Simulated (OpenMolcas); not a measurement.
# CH3FSi (SMILES C[Si]F) at 6 levels

Aim: a comparison of 6 runs (HF/STO-3G, HF/3-21G, TPSS/6-31G, B3LYP/6-31G*, PBE0/def2-SVP, MP2/6-31G**) of CH3FSi. 

The calculation is run with OpenMolcas 26.06.

4 further runs of the same task are left out: 1 that didn't finish, 3 set aside as unsound or not needed.

## (1) The structure to begin with

The species is CH3FSi (6 atoms), meant as a singlet with charge 0. SMILES: `C[Si]F`. The coordinates come from a GFN2-xTB relaxation.

Bond lengths: C1–Si2 1.910 Å, Si2–F3 1.652 Å, C1–H4 1.088 Å, C1–H5 1.091 Å, C1–H6 1.091 Å. Angles: C1–Si2–F3 96.0°, Si2–C1–H4 112.2°, Si2–C1–H5 111.0°, Si2–C1–H6 110.9°, H4–C1–H5 107.6°, H4–C1–H6 107.6°, H5–C1–H6 107.2°.

## (2) Energy and forces at HF/STO-3G (run 1)

run.inp

```
&GATEWAY
BasLib = $CurrDir
Coord
6
angstrom
C       -0.334580       0.391580      -0.173470
Si       0.449270      -0.574520       1.276010
F        1.365840      -1.580060       0.338520
H       -1.013770       1.169360       0.169960
H        0.432490       0.868890      -0.784720
H       -0.899260      -0.275250      -0.826300
Basis = STO-3G
Group = NoSym
&SEWARD
&SCF
Thresholds = 1e-10 1e-07 1e-07 1e-05
PrOrbitals = 1 1
&ALASKA
```

The basis set STO-3G is read from a file made from the Basis Set Exchange's data (not shown).

Command:

```bash
$ export MOLCAS_MEM=1860
$ pymolcas run.inp > run.log
```

Output:

```text
--- Start Module: gateway ---
[...]
--- Stop Module: gateway /rc=_RC_ALL_IS_WELL_ ---
[...]
      Basis functions           22
[...]
--- Start Module: scf ---
[...]
       Convergence after  12 Iterations
[...]
::    Total SCF energy                               -422.7721608612
[...]
      Total spin, S                                     0.0000000000
[...]
      Total electronic charge=   32.000000
      Total            charge=   -0.000000
[...]
      Dipole Moment (debye):
      Origin of the operator (angstrom)=    0.5324   -0.6390    0.6225
                   X= -3.7349E-01               Y=  3.9460E-01               Z=  6.8317E-01           Total=  8.7289E-01
      Quadrupole Moment (debye*angstrom):
[...]
--- Stop Module: scf /rc=_RC_ALL_IS_WELL_ ---
[...]
--- Start Module: alaska ---
[...]
 *              Molecular gradients               *
 **************************************************
  Irreducible representation: a
 ------------------------------------------------------------------------------------------
                              X                       Y                       Z
 ------------------------------------------------------------------------------------------
  C1               -2.78823505984027E-03    2.99683617784474E-03    2.54823667676707E-04
  SI2              -1.54009417679690E-02    1.67540612797987E-02    1.93406304266315E-02
  F3                1.98491076114067E-02   -2.19448126244242E-02   -1.66226475712632E-02
  H4               -3.61530569359347E-03    4.17655973568598E-03    1.57064806811891E-03
  H5                5.07902740591737E-03    2.50700579725338E-03   -2.14848206661422E-03
  H6               -3.12365249593993E-03   -4.48965036616511E-03   -2.39497252450294E-03
 ------------------------------------------------------------------------------------------
--- Stop Module: alaska /rc=_RC_ALL_IS_WELL_ ---
[...]
```

Run time: 3.6 s. Hardware: 1 thread of Intel Xeon Platinum 8259CL at 2.50GHz (Skylake/Cascade Lake), shared host; peak memory 0.37 GiB.

## (3) Energy and gradient at HF/3-21G (run 2)

test.input

```
&GATEWAY
BasLib
$CurrDir
Coord
6
angstrom
C       -0.334580       0.391580      -0.173470
Si       0.449270      -0.574520       1.276010
F        1.365840      -1.580060       0.338520
H       -1.013770       1.169360       0.169960
H        0.432490       0.868890      -0.784720
H       -0.899260      -0.275250      -0.826300
Basis
3-21G
Group
NoSym
&SEWARD
&SCF
Thresholds
1e-10 1e-07 1e-07 1e-05
PrOrbitals
1 1
&ALASKA
```

The basis set 3-21G is read from a file made from the Basis Set Exchange's data (not shown).

Command:

```bash
$ export MOLCAS_MEM=1860
$ pymolcas test.input > test.log
```

Output:

```text
--- Start Module: gateway ---
[...]
--- Stop Module: gateway /rc=_RC_ALL_IS_WELL_ ---
[...]
      Basis functions           37
[...]
--- Start Module: scf ---
[...]
       Convergence after  12 Iterations
[...]
::    Total SCF energy                               -425.7313590256
[...]
      Total spin, S                                     0.0000000000
[...]
      Total electronic charge=   32.000000
      Total            charge=   -0.000000
[...]
      Dipole Moment (debye):
      Origin of the operator (angstrom)=    0.5324   -0.6390    0.6225
                   X= -1.1199E+00               Y=  1.2801E+00               Z=  2.4138E-02           Total=  1.7010E+00
      Quadrupole Moment (debye*angstrom):
[...]
--- Stop Module: scf /rc=_RC_ALL_IS_WELL_ ---
--- Start Module: alaska ---
[...]
 *              Molecular gradients               *
 **************************************************
  Irreducible representation: a
 ------------------------------------------------------------------------------------------
                              X                       Y                       Z
 ------------------------------------------------------------------------------------------
  C1                6.96040209601678E-03   -8.41107907130390E-03    1.97737975934720E-03
  SI2              -5.99621915437742E-03    6.71627209625125E-03    3.00137543776913E-03
  F3                2.19986902463631E-03   -2.22400979742154E-03   -5.71634627914097E-03
  H4               -1.47066685665131E-03    1.81331880555957E-03   -4.30418798450294E-04
  H5                3.60183763542521E-04    2.09556040040804E-03    5.89510156570938E-04
  H6               -2.05356887318842E-03    9.93756651146427E-06    5.78499723911108E-04
 ------------------------------------------------------------------------------------------
--- Stop Module: alaska /rc=_RC_ALL_IS_WELL_ ---
[...]
```

It took 3.6 s on 1 thread of Intel Xeon Platinum 8259CL at 2.50GHz (Skylake/Cascade Lake), shared host; peak memory 0.37 GiB.

Runs 3 to 4 aren't shown in full; the table further down has their settings and results.

## (4) Energy and forces at PBE0/def2-SVP (run 5)

coord.xyz

```xyz
6

C     -0.334580     0.391580    -0.173470
Si     0.449270    -0.574520     1.276010
F      1.365840    -1.580060     0.338520
H     -1.013770     1.169360     0.169960
H      0.432490     0.868890    -0.784720
H     -0.899260    -0.275250    -0.826300
```

test.inp

```
&GATEWAY
  BASLIB=$CurrDir
  COORD=coord.xyz
  BASIS=def2-SVP
  GROUP=NoSym

&SEWARD
  GRIDINPUT
  Grid=UltraFine
  End of Grid

&SCF
  KSDFT=PBE0
  THRESHOLDS=1e-10 1e-07 1e-07 1e-05
  PRORBITALS=1 1

&ALASKA
```

The basis set def2-SVP is read from a file made from the Basis Set Exchange's data (not shown).

Command:

```bash
$ export MOLCAS_MEM=1860
$ pymolcas test.inp > test.log
```

Output:

```text
--- Start Module: gateway ---
[...]
--- Stop Module: gateway /rc=_RC_ALL_IS_WELL_ ---
[...]
      Basis functions           61
[...]
--- Start Module: scf ---
[...]
       Convergence after  14 Iterations
[...]
::    Total KS-DFT energy                            -428.7882105938
[...]
      Total spin, S                                     0.0000000000
[...]
      Total electronic charge=   32.000000
      Total            charge=   -0.000000
[...]
      Dipole Moment (debye):
      Origin of the operator (angstrom)=    0.5324   -0.6390    0.6225
                   X= -9.7530E-01               Y=  1.1283E+00               Z= -2.7287E-01           Total=  1.5161E+00
      Quadrupole Moment (debye*angstrom):
[...]
--- Stop Module: scf /rc=_RC_ALL_IS_WELL_ ---
[...]
--- Start Module: alaska ---
[...]
 *              Molecular gradients               *
 **************************************************
  Irreducible representation: a
 ------------------------------------------------------------------------------------------
                              X                       Y                       Z
 ------------------------------------------------------------------------------------------
  C1               -1.18713458921915E-03    1.62388289556770E-03   -1.27808649863099E-02
  SI2              -1.29062494436560E-03    1.01347911645266E-03    1.02909836288649E-02
  F3                1.13063966166926E-03   -1.05698422178513E-03   -4.63095607297426E-03
  H4                5.96732889624718E-03   -6.72123713198358E-03   -3.57655350204777E-03
  H5               -7.82626147838572E-03   -2.15782736526515E-03    5.15698295699618E-03
  H6                3.20605245407624E-03    7.29868670700262E-03    5.54040797559630E-03
 ------------------------------------------------------------------------------------------
--- Stop Module: alaska /rc=_RC_ALL_IS_WELL_ ---
[...]
```

It took 27 s on 1 thread of Intel Xeon Platinum 8259CL at 2.50GHz (Skylake/Cascade Lake), shared host; peak memory 0.4 GiB.

## (5) A single-point energy at MP2/6-31G(d,p) (spherical functions) (run 6)

run.inp

```
>>> EXPORT MOLCAS_PRINT=2

&gateway
 baslib
 $CurrDir
 basisset
 C.6-31Gss....
 C1 -0.334580 0.391580 -0.173470 angstrom
 End of Basis
 basisset
 Si.6-31Gss....
 Si2 0.449270 -0.574520 1.276010 angstrom
 End of Basis
 basisset
 F.6-31Gss....
 F3 1.365840 -1.580060 0.338520 angstrom
 End of Basis
 basisset
 H.6-31Gss....
 H4 -1.013770 1.169360 0.169960 angstrom
 H5 0.432490 0.868890 -0.784720 angstrom
 H6 -0.899260 -0.275250 -0.826300 angstrom
 End of Basis

&seward

&scf
 thresholds
 1e-10 1e-07 1e-07 1e-05
 prorbitals
 1 1

&mbpt2
 frozen
 7
```

The basis set 6-31G** is read from a file made from the Basis Set Exchange's data (not shown).

Command:

```bash
$ export MOLCAS_MEM=1860
$ pymolcas run.inp > run.log
```

Output:

```text
--- Start Module: gateway ---
[...]
--- Stop Module: gateway /rc=_RC_ALL_IS_WELL_ ---
[...]
      Basis functions           61
[...]
--- Start Module: scf ---
[...]
       Convergence after  13 Iterations
[...]
::    Total SCF energy                               -427.9871523797
[...]
      Total spin, S                                     0.0000000000
[...]
      Total electronic charge=   32.000000
      Total            charge=   -0.000000
[...]
      Dipole Moment (debye):
      Origin of the operator (angstrom)=    0.5324   -0.6390    0.6225
                   X= -1.0732E+00               Y=  1.2348E+00               Z= -1.4008E-01           Total=  1.6420E+00
      Quadrupole Moment (debye*angstrom):
[...]
--- Stop Module: scf /rc=_RC_ALL_IS_WELL_ ---
[...]
--- Start Module: mbpt2 ---
[...]
WARNING!
Default frozen orbitals as non valence orbitals is overwritten by user input.
Default values:   4
[...]
       Reference weight ( Cref**2 )         =        0.88944
::    Total MBPT2 energy                             -428.3803622814
[...]
      Total MBPT2 calculations                           0.17      0.19
--- Stop Module: mbpt2 /rc=_RC_ALL_IS_WELL_ ---
[...]
```

Wall time 4.2 s (1 thread of Intel Xeon Platinum 8259CL at 2.50GHz (Skylake/Cascade Lake), shared host); peak memory 0.4 GiB.

## (6) Overview of the runs

```csv
run,level,integration grid,Cartesian functions,energy (Eh),dipole moment (D) of the reference,HOMO energy (eV),LUMO energy (eV),wall time
1,HF/STO-3G,–,no,-422.772161,0.87,-6.29,6.33,3.6 s
2,HF/3-21G,–,no,-425.731359,1.70,-9.21,1.10,3.6 s
3,TPSS/6-31G,UltraFine,no,-429.217524,1.74,-5.64,-3.07,21 s
4,B3LYP/6-31G* (Cartesian functions),UltraFine,yes,-429.259839,1.44,-6.34,-2.22,20 s
5,PBE0/def2-SVP,UltraFine,no,-428.788211,1.52,-6.68,-2.14,27 s
6,MP2/6-31G** (spherical functions),–,no,-428.380362,1.64,-9.20,1.10,4.2 s
```

## (7) Summary of results

| quantity | value |
| --- | --- |
| run 6: total energy | -428.38036 Eh |
| run 6: dipole moment (mean-field density) | 1.64 D |
| run 6: HOMO energy (Hartree–Fock orbitals) | -9.20 eV |
| run 6: LUMO energy (Hartree–Fock orbitals) | 1.10 eV |
| run 6: HOMO–LUMO gap (Hartree–Fock orbitals) | 10.31 eV |
| run 6: correlation energy (7 core orbitals frozen) | -393.2 mEh |

Over runs 1, 2, 3, 4, 5 the dipole moment (its size) runs from 0.87 D (HF/STO-3G) to 1.74 D (TPSS/6-31G). The two ends differ in method and basis. Over runs 1, 2, 3, 4, 5 the HOMO–LUMO gap runs from 2.58 eV (TPSS/6-31G) to 12.63 eV (HF/STO-3G). Totals of different functionals can't be ranked against each other. In run 1 the basis is minimal, so the values are rough. All runs together took 80 s, the longest 27 s.
